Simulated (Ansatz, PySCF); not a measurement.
Species: C$_{3}$H$_{7}$O (charge 0, doublet). SMILES: C[CH]OC
Geometry from a B3LYP-D3(BJ)/def2-TZVP (Ansatz, a first-principles code) optimisation:
```
C
O 1 1.3613
H 1 1.0875 2 116.23
C 2 1.4182 1 115.19 3 26.68
H 4 1.0878 2 107.07 1 -178.00
H 4 1.0939 5 109.63 2 120.24
H 4 1.0953 5 109.39 6 119.62
C 1 1.4808 3 121.56 2 -148.70
H 8 1.0905 1 110.24 3 -37.32
H 8 1.0932 9 108.40 1 121.61
H 8 1.1004 9 107.76 10 115.42
```
Charge 0, spin multiplicity 2.

Property: atomisation energy, in kcal/mol. Conventions: frozen cores in correlated levels; spin-orbit terms left out; non-relativistic; dispersion terms only where a functional's name holds one; 6-311+G** with 5d; UHF or UKS for open shells; atomisation electronic, to ground-state atoms; six Cartesian d functions in 6-31G* and its kin unless marked 5d; LANL2DZ all-electron up to Ne. CBS(X,Y): correlation extrapolated as X^-3; Hartree-Fock from the larger set. The bracket is a focal-point correction in the basis named. First-principles rows: single points at B3LYP-D3(BJ) geometries (Ansatz).

Coupled cluster (Ansatz) is a level with limits of its own, used here on species with T1 under 0.025 (0.045 for open shells) and stable references: RI-MP2/CBS(cc-pVTZ,cc-pVQZ)+[CCSD(T)-MP2]/cc-pVDZ.

Value to compare with, RI-MP2/CBS(cc-pVTZ,cc-pVQZ)+[CCSD(T)-MP2]/cc-pVDZ (Ansatz): 994.8 kcal/mol.

```json
[
 {"level": "HF/6-31G*", "program": "Ansatz", "atomisation energy (kcal/mol)": "730.8", "difference": "-264.0"},
 {"level": "PBE/LANL2DZ", "program": "Ansatz", "atomisation energy (kcal/mol)": "986.5", "difference": "-8.3"},
 {"level": "PBE/6-31G*", "program": "Ansatz", "atomisation energy (kcal/mol)": "1019.2", "difference": "24.4"},
 {"level": "BLYP/6-31G*", "program": "Ansatz", "atomisation energy (kcal/mol)": "991.5", "difference": "-3.3"},
 {"level": "B3LYP/6-31G", "program": "Ansatz", "atomisation energy (kcal/mol)": "963.3", "difference": "-31.5"},
 {"level": "B3LYP/6-31G*", "program": "Ansatz", "atomisation energy (kcal/mol)": "993.5", "difference": "-1.3"},
 {"level": "B3LYP/6-31G**", "program": "Ansatz", "atomisation energy (kcal/mol)": "999.6", "difference": "4.8"},
 {"level": "B3LYP/6-311+G**", "program": "Ansatz", "atomisation energy (kcal/mol)": "985.8", "difference": "-9.0"},
 {"level": "PBE0/6-31G*", "program": "Ansatz", "atomisation energy (kcal/mol)": "999.6", "difference": "4.8"},
 {"level": "PBE/def2-TZVPD", "program": "Ansatz", "atomisation energy (kcal/mol)": "1014.4", "difference": "19.6"},
 {"level": "r2SCAN-D4/def2-TZVPD", "program": "Ansatz + dftd4", "atomisation energy (kcal/mol)": "999.2", "difference": "4.4"},
 {"level": "M06-2X/def2-TZVPD", "program": "PySCF", "atomisation energy (kcal/mol)": "994.0", "difference": "-0.8"}
]
```

Among the 9 habitual levels, HF/6-31G* lies farthest from RI-MP2/CBS(cc-pVTZ,cc-pVQZ)+[CCSD(T)-MP2]/cc-pVDZ (Ansatz) (-264.0 kcal/mol) and B3LYP/6-31G* nearest (-1.3); 3 of 9 lie above it, and their mean absolute difference is 39.0 kcal/mol, the median 8.3. One case shows no general order.

The levels are drawn from those run, B3LYP/6-31G* more often than the rest, none by its result; runs whose electronic state is in doubt are left out.
